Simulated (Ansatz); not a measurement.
# CH4BN: basis-set convergence

An exercise on one series of results from a longer session: the logs are not shown, and one member is left open.

Program: Ansatz 0.2.0, Gaussian basis. Level of theory: one geometry, several basis sets. These are calculated values, not measurements.

Plan: PBE0-D4/def2-SVP; ωB97M-V/def2-SVP; PBE0-D4/def2-QZVPP; ωB97M-V/def2-QZVPP; the functionals' def2-TZVPP values are taken from earlier runs.

1 further run of the same task is left out (it didn't finish).

**Structure used throughout**

An earlier PBE0-D4 in a triple-zeta def2 set relaxation fixed the geometry.

7 atoms, charge 0, spin multiplicity 1.

Atoms are counted from 1 here; the program's logs count them from 0.

Bond lengths: B1–N2 1.351 Å, B1–H4 1.197 Å, B1–H5 1.197 Å, N2–C3 1.241 Å, C3–H6 1.094 Å, C3–H7 1.094 Å. Angles: N2–B1–H4 118.7°, N2–B1–H5 118.7°, H4–B1–H5 122.7°, B1–N2–C3 180.0°, N2–C3–H6 121.4°, N2–C3–H7 121.4°, H6–C3–H7 117.1°.

Geometry (Å):

```mol
CH4BN
  3D, bonds by distance, orders not assigned

  7  6  0  0  0  0  0  0  0  0999 V2000
   -1.1121    0.3760   -0.5464 B   0  0
    0.0503   -0.0239    0.0135 N   0  0
    1.1178   -0.3913    0.5277 C   0  0
   -1.5315   -0.2272   -1.4912 H   0  0
   -1.6805    1.3188   -0.0774 H   0  0
    1.1377   -1.1272    1.3366 H   0  0
    2.0795    0.0068    0.1915 H   0  0
  1  2  8  0
  2  3  8  0
  1  4  8  0
  1  5  8  0
  3  6  8  0
  3  7  8  0
M  END
```

Set-up of the first run:

in.yaml reads:

```yaml
crystal:
  periodic: [false, false, false]
  atoms:
    - {symbol: B, position_ang: [-1.112103, 0.375981, -0.546400]}
    - {symbol: N, position_ang: [0.050312, -0.023903, 0.013480]}
    - {symbol: C, position_ang: [1.117802, -0.391268, 0.527657]}
    - {symbol: H, position_ang: [-1.531526, -0.227172, -1.491159]}
    - {symbol: H, position_ang: [-1.680533, 1.318842, -0.077435]}
    - {symbol: H, position_ang: [1.137705, -1.127163, 1.336636]}
    - {symbol: H, position_ang: [2.079543, 0.006782, 0.191522]}
basis:
  gaussian: {orbitals: def2-SVP}
hamiltonian: {xc: pbe0, dispersion: d4}
output: {orbitals: {seedname: orbitals}}
```

Started as:

```
ansatz run in.yaml --threads 2 --pin off --events-out ev --progress --plain --max-ram 4352MiB
```

Steps of the session up to this table: PBE0-D4 in def2-SVP; ωB97M-V in def2-SVP; PBE0-D4 in def2-QZVPP; ωB97M-V in def2-QZVPP.

One table of the session follows, with a row left open; its other results are not shown here.

```
functional       basis  HOMO (eV)
   PBE0-D4    def2-SVP      -7.89
   PBE0-D4  def2-TZVPP      -7.92
   PBE0-D4  def2-QZVPP      -7.92
   ωB97M-V    def2-SVP          ?
   ωB97M-V  def2-TZVPP     -10.24
   ωB97M-V  def2-QZVPP     -10.25
```

**Question.** Estimate the row for ωB97M-V, def2-SVP.

**Answer.** HOMO (eV): -10.20. In the column «HOMO (eV)» it lies between ωB97M-V, def2-TZVPP (-10.24) and PBE0-D4, def2-TZVPP (-7.92).
